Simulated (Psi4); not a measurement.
**quartet NS at 6 levels**

Wanted: a comparison of 6 runs (UBLYP/cc-pVTZ, UPBE/cc-pVTZ, UPBE0/cc-pVTZ, USVWN5/cc-pVTZ, UTPSS/cc-pVTZ, UMP2/cc-pVTZ) of quartet NS. 

The calculation is run with Psi4 1.11.

4 further runs of the same task are left out: 4 that didn't finish.

**1. The system as given**

NS has 2 atoms, charge 0, and is taken as a quartet. As SMILES of the parent species, `[N]=S`. Geometry: relaxed at PBE0-D4/def2-TZVP. That shape belongs to the parent species and isn't relaxed for this state.

Bond lengths: N1–S2 1.486 Å.

**2. A single-point energy at UBLYP/cc-pVTZ (run 1)**

ns.py

```python
import psi4

psi4.set_memory(2200000000)
psi4.set_num_threads(1)
psi4.core.set_output_file('output.dat', False)

m = psi4.geometry("""
0 4
N      0.000000     0.000000    -0.011220
S      0.000000     0.000000     1.474400
symmetry c1
no_reorient
no_com
""")

psi4.set_options({
    'basis': 'cc-pVTZ',
    'reference': 'uks',
    'puream': True,
    'e_convergence': 1e-09,
    'd_convergence': 1e-08,
    'scf_type': 'pk',
    'dft_radial_points': 99,
    'dft_spherical_points': 590,
    'maxiter': 100,
})

result, w = psi4.energy('blyp', return_wfn=True)
psi4.oeprop(w, 'DIPOLE', 'WIBERG_LOWDIN_INDICES', 'MULLIKEN_CHARGES')
print('E =', round(result, 9))
```

The run is started by

```bash
$ python ns.py
```

output.dat:

```text
[...]
  Running in c1 symmetry.
[...]
  Nuclear repulsion =   39.894352253631482
[...]
  Multiplicity = 4
[...]
  Nalpha       = 13
  Nbeta        = 10
[...]
    Number of basis functions: 64
[...]
   @UKS iter   1:  -452.56149720325442    1.18213e-01   1.03183e-02 ADIIS/DIIS
[...]
   @UKS iter  12:  -452.76246440552410   -5.01359e-11   5.91691e-09 DIIS
[...]
   @S^2 Observed:                3.757951452E+00
[...]
    Orbital Energies [Eh]
    ---------------------
    Alpha Occupied:
       1A    -88.217921     2A    -14.094791     3A     -7.745962
       4A     -5.781098     5A     -5.770928     6A     -5.770928
       7A     -0.880018     8A     -0.569693     9A     -0.402661
      10A     -0.366094    11A     -0.366094    12A     -0.182296
      13A     -0.182296
    Alpha Virtual:
      14A      0.014128    15A      0.239271    16A      0.239271
      17A      0.250873    18A      0.271441    19A      0.286039
      20A      0.286039    21A      0.359716    22A      0.378982
      23A      0.378982    24A      0.448083    25A      0.448083
[...]
  @UKS Final Energy:  -452.76246440552410
   => Energetics <=
    Nuclear Repulsion Energy =             39.8943522536314816
    One-Electron Energy =                -702.5141441865830529
    Two-Electron Energy =                 242.3780507898554788
    DFT Exchange-Correlation Energy =     -32.5207232624280280
    Empirical Dispersion Energy =           0.0000000000000000
    VV10 Nonlocal Energy =                  0.0000000000000000
    Total Energy =                       -452.7624644055240992
[...]
 Multipole Moments:
 ------------------------------------------------------------------------------------
     Multipole            Electronic (a.u.)      Nuclear  (a.u.)        Total (a.u.)
 ------------------------------------------------------------------------------------
 L = 1.  Multiply by 2.5417464519 to convert [e a0] to [Debye]
 Dipole X            :         -0.0000000            0.0000000           -0.0000000
 Dipole Y            :          0.0000000            0.0000000            0.0000000
 Dipole Z            :        -44.2403996           44.4309761            0.1905765
 Magnitude           :                                                    0.1905765
[...]
  Mulliken Charges: (a.u.)
   Center  Symbol    Alpha    Beta     Spin     Total
       1     N     4.45849  2.71570  1.74279 -0.17418
       2     S     8.54151  7.28430  1.25721  0.17418
   Total alpha = 13.00000, Total beta = 10.00000, Total charge =  0.00000
  Wiberg Bond Indices using Orthogonal Lowdin Orbitals:
  Total Bond Index:
  Irrep: 1 Size: 2 x 2
                 1                   2
[...]
```

Standard output:

```text
E = -452.762464406
```

It took 18 s on 1 thread of Intel Xeon at 2.50GHz (Skylake/Cascade Lake), shared host; peak memory 0.63 GiB.

**3. Energy and gradient at UPBE/cc-pVTZ (run 2)**

ns.json

```json
{
  "schema_name": "qcschema_input",
  "schema_version": 1,
  "molecule": {
    "schema_name": "qcschema_molecule",
    "schema_version": 2,
    "symbols": ["N", "S"],
    "geometry": [0.0, 0.0, -0.02120273, 0.0, 0.0, 2.7862122],
    "molecular_charge": 0,
    "molecular_multiplicity": 4,
    "fix_symmetry": "c1",
    "fix_com": true,
    "fix_orientation": true
  },
  "driver": "gradient",
  "model": {
    "method": "pbe",
    "basis": "cc-pVTZ"
  },
  "keywords": {
    "reference": "uks",
    "puream": true,
    "e_convergence": 1e-09,
    "d_convergence": 1e-08,
    "scf_type": "pk",
    "dft_radial_points": 99,
    "dft_spherical_points": 590,
    "maxiter": 100,
    "scf_properties": ["WIBERG_LOWDIN_INDICES", "DIPOLE", "MULLIKEN_CHARGES"]
  }
}
```

The run is started by

```bash
$ psi4 --qcschema ns.json -n 1 --memory 2200MB
```

stdout:

```text
[...]
  Running in c1 symmetry.
[...]
  Nuclear repulsion =   39.894352203933032
[...]
  Multiplicity = 4
[...]
  Nalpha       = 13
  Nbeta        = 10
[...]
    Number of basis functions: 64
[...]
   @UKS iter   1:  -452.35815629652467    9.50282e-02   9.61427e-03 ADIIS/DIIS
[...]
   @UKS iter  12:  -452.53684134666111   -7.04858e-11   8.32163e-09 DIIS
[...]
   @S^2 Observed:                3.758659086E+00
[...]
  @UKS Final Energy:  -452.53684134666111
   => Energetics <=
    Nuclear Repulsion Energy =             39.8943522039330318
    One-Electron Energy =                -702.4772919012214061
    Two-Electron Energy =                 242.3346794597229632
    DFT Exchange-Correlation Energy =     -32.2885811090957517
    Empirical Dispersion Energy =           0.0000000000000000
    VV10 Nonlocal Energy =                  0.0000000000000000
    Total Energy =                       -452.5368413466611059
[...]
 Multipole Moments:
 ------------------------------------------------------------------------------------
     Multipole            Electronic (a.u.)      Nuclear  (a.u.)        Total (a.u.)
 ------------------------------------------------------------------------------------
 L = 1.  Multiply by 2.5417464519 to convert [e a0] to [Debye]
 Dipole X            :         -0.0000000            0.0000000           -0.0000000
 Dipole Y            :          0.0000000            0.0000000            0.0000000
 Dipole Z            :        -44.2704005           44.4309761            0.1605756
 Magnitude           :                                                    0.1605756
[...]
  Mulliken Charges: (a.u.)
   Center  Symbol    Alpha    Beta     Spin     Total
       1     N     4.44930  2.70122  1.74809 -0.15052
       2     S     8.55070  7.29878  1.25191  0.15052
   Total alpha = 13.00000, Total beta = 10.00000, Total charge = -0.00000
  Wiberg Bond Indices using Orthogonal Lowdin Orbitals:
  Total Bond Index:
  Irrep: 1 Size: 2 x 2
                 1                   2
[...]
  -Total Gradient:
     Atom            X                  Y                   Z
    ------   -----------------  -----------------  -----------------
       1        0.000000000000     0.000000000000     0.095006387128
       2       -0.000000000000     0.000000000000    -0.095004068223
[...]
```

The result, in JSON:

```text
{
 "driver": "gradient",
 "model": {
  "method": "pbe",
  "basis": "cc-pVTZ"
 },
 "success": true,
 "return_result": [9.096774450045502e-14, 4.543804056710267e-14, 0.09500638712778015, -4.441336946585132e-14, 2.9927113044590213e-13, -0.09500406822290264],
 "properties": {
  "calcinfo_nbasis": 64,
  "calcinfo_nmo": 64,
  "calcinfo_nalpha": 13,
  "calcinfo_nbeta": 10,
  "calcinfo_natom": 2,
  "nuclear_repulsion_energy": 39.89435220393303,
  "return_energy": -452.5368413466611,
  "return_gradient": [9.096774450045502e-14, 4.543804056710267e-14, 0.09500638712778015, -4.441336946585132e-14, 2.9927113044590213e-13, -0.09500406822290264],
  "scf_one_electron_energy": -702.4772919012214,
  "scf_two_electron_energy": 242.33467945972296,
  "scf_xc_energy": -32.28858110909575,
  "scf_dipole_moment": [-1.2160934635381454e-14, 2.931599604236753e-14, 0.1605755826183497],
  "scf_total_energy": -452.5368413466611,
  "scf_total_gradient": [9.096774450045502e-14, 4.543804056710267e-14, 0.09500638712778015, -4.441336946585132e-14, 2.9927113044590213e-13, -0.09500406822290264],
  "scf_iterations": 12
 }
}
```

Run time: 32 s. Hardware: 1 thread of Intel Xeon at 2.50GHz (Skylake/Cascade Lake), shared host; peak memory 0.63 GiB.

Runs 3 to 5 aren't shown in full; the table further down has their settings and results.

**4. A single-point energy at UMP2/cc-pVTZ (run 6)**

job.py

```python
import psi4

psi4.set_memory(2200000000)
psi4.set_num_threads(1)
psi4.core.set_output_file('output.dat', False)

mol = psi4.geometry("""
0 4
N      0.000000     0.000000    -0.011220
S      0.000000     0.000000     1.474400
symmetry c1
no_reorient
no_com
""")

options = {'basis': 'cc-pVTZ', 'reference': 'uhf', 'puream': True, 'e_convergence': 1e-09, 'd_convergence': 1e-08, 'scf_type': 'pk', 'num_frozen_docc': 6, 'mp2_type': 'conv', 'maxiter': 100}
psi4.set_options(options)

e = psi4.energy('mp2')
print('E =', round(e, 9))
for k, v in sorted(psi4.core.scalar_variables().items()):
    print(f'{k:45s} {v:18.10f}')
```

The run is started by

```bash
$ python job.py
```

output.dat:

```text
[...]
  Running in c1 symmetry.
[...]
  Nuclear repulsion =   39.894352253631482
[...]
  Multiplicity = 4
[...]
  Nalpha       = 13
  Nbeta        = 10
[...]
    Number of basis functions: 64
[...]
   @UHF iter   1:  -451.77340901390460   -4.50110e-01   4.13081e-03 DIIS/ADIIS
[...]
   @UHF iter  15:  -451.85145677434269   -9.09495e-13   2.35571e-09 DIIS
[...]
   @S^2 Observed:                3.811628357E+00
[...]
    Orbital Energies [Eh]
    ---------------------
    Alpha Occupied:
       1A    -92.015487     2A    -15.700647     3A     -9.015075
       4A     -6.698969     5A     -6.698661     6A     -6.698661
       7A     -1.321501     8A     -0.921326     9A     -0.663229
      10A     -0.649694    11A     -0.649694    12A     -0.375226
      13A     -0.375226
    Alpha Virtual:
      14A      0.180761    15A      0.409056    16A      0.409056
      17A      0.444248    18A      0.452697    19A      0.501720
      20A      0.501720    21A      0.542978    22A      0.606210
      23A      0.606210    24A      0.623723    25A      0.623723
[...]
  @UHF Final Energy:  -451.85145677434269
   => Energetics <=
    Nuclear Repulsion Energy =             39.8943522536314816
    One-Electron Energy =                -702.3679930867006078
    Two-Electron Energy =                 210.6221840587264182
    Total Energy =                       -451.8514567743426937
  UHF NO Occupations:
  HONO-2 :   11  A 1.0000000
  HONO-1 :   12  A 1.0000000
[...]
 Multipole Moments:
 ------------------------------------------------------------------------------------
     Multipole            Electronic (a.u.)      Nuclear  (a.u.)        Total (a.u.)
 ------------------------------------------------------------------------------------
 L = 1.  Multiply by 2.5417464519 to convert [e a0] to [Debye]
 Dipole X            :         -0.0000000            0.0000000           -0.0000000
 Dipole Y            :         -0.0000000            0.0000000           -0.0000000
 Dipole Z            :        -44.6067723           44.4309761           -0.1757962
 Magnitude           :                                                    0.1757962
[...]
	SCS-MP2 Total Energy (a.u.)        :  -452.13194771167895
	SOS-MP2 Total Energy (a.u.)        :  -452.12573867449811
	SCSN-MP2 Total Energy (a.u.)       :  -451.99564113933576
[...]
	SOS-PI-MP2 Total Energy (a.u.)     :  -452.14683728220240
[...]
	MP2 Total Energy (a.u.)            :  -452.14436578604051
[...]
```

The script printed:

```text
E = -452.144365786
CURRENT CORRELATION ENERGY                         -0.2929090117
CURRENT ENERGY                                   -452.1443657860
CURRENT REFERENCE ENERGY                         -451.8514567743
DD SOLVATION ENERGY                                 0.0000000000
HF KINETIC ENERGY                                 452.0499599411
HF POTENTIAL ENERGY                              -903.9014167154
HF TOTAL ENERGY                                  -451.8514567743
HF VIRIAL RATIO                                     1.9995608822
MP2 CORRELATION ENERGY                             -0.2929090117
MP2 DOUBLES ENERGY                                 -0.2929090117
MP2 OPPOSITE-SPIN CORRELATION ENERGY               -0.2109860770
MP2 SAME-SPIN CORRELATION ENERGY                   -0.0819229347
MP2 SINGLES ENERGY                                  0.0000000000
MP2 TOTAL ENERGY                                 -452.1443657860
NUCLEAR REPULSION ENERGY                           39.8943522536
ONE-ELECTRON ENERGY                              -702.3679930867
PCM POLARIZATION ENERGY                             0.0000000000
PE ENERGY                                           0.0000000000
SCF ITERATION ENERGY                             -451.8514567743
SCF ITERATIONS                                     15.0000000000
SCF TOTAL ENERGY                                 -451.8514567743
SCS(N)-MP2 CORRELATION ENERGY                      -0.1441843650
SCS(N)-MP2 TOTAL ENERGY                          -451.9956411393
SCS-MP2 CORRELATION ENERGY                         -0.2804909373
SCS-MP2 TOTAL ENERGY                             -452.1319477117
SCS-MP2-VDW CORRELATION ENERGY                     -0.3110236459
SCS-MP2-VDW TOTAL ENERGY                         -452.1624804203
SOS-MP2 CORRELATION ENERGY                         -0.2742819002
SOS-MP2 TOTAL ENERGY                             -452.1257386745
SOS-PI-MP2 CORRELATION ENERGY                      -0.2953805079
SOS-PI-MP2 TOTAL ENERGY                          -452.1468372822
TWO-ELECTRON ENERGY                               210.6221840587
```

Run time: 13 s. Hardware: 1 thread of Intel Xeon at 2.50GHz (Skylake/Cascade Lake), shared host; peak memory 0.42 GiB.

**5. The series**

```
run           level      task  frozen core orbitals  energy (Eh)  dipole moment (D)  HOMO energy (eV)   ⟨S²⟩  wall time
  1   UBLYP/cc-pVTZ    energy                     0  -452.762464               0.48             -4.96  3.758       18 s
  2    UPBE/cc-pVTZ  gradient                     0  -452.536841               0.41             -5.14  3.759       32 s
  3   UPBE0/cc-pVTZ    energy                     0  -452.565520               0.26             -6.63  3.767       16 s
  4  USVWN5/cc-pVTZ    energy                     0  -450.958379               0.46             -5.23  3.756       14 s
  5   UTPSS/cc-pVTZ    energy                     0  -452.801656               0.33             -5.30  3.761       34 s
  6    UMP2/cc-pVTZ    energy                     6  -452.144366                  –            -10.21  3.812       13 s
```

**6. Results**

```
                                                         quantity          value
                                              run 6: total energy  -452.14437 Eh
run 6: HOMO energy (Hartree–Fock orbitals) (highest over α and β)      -10.21 eV
 run 6: LUMO energy (Hartree–Fock orbitals) (lowest over α and β)       -1.15 eV
               run 6: correlation energy (6 core orbitals frozen)     -292.9 mEh
                         run 6: ⟨S²⟩ of the reference determinant          3.812
```

In words: Over runs 1, 2, 3, 4, 5 the dipole moment (its size) runs from 0.26 D (UPBE0/cc-pVTZ) to 0.48 D (UBLYP/cc-pVTZ). Totals of different functionals can't be ranked against each other. All runs together took 2.1 min, the longest 34 s.
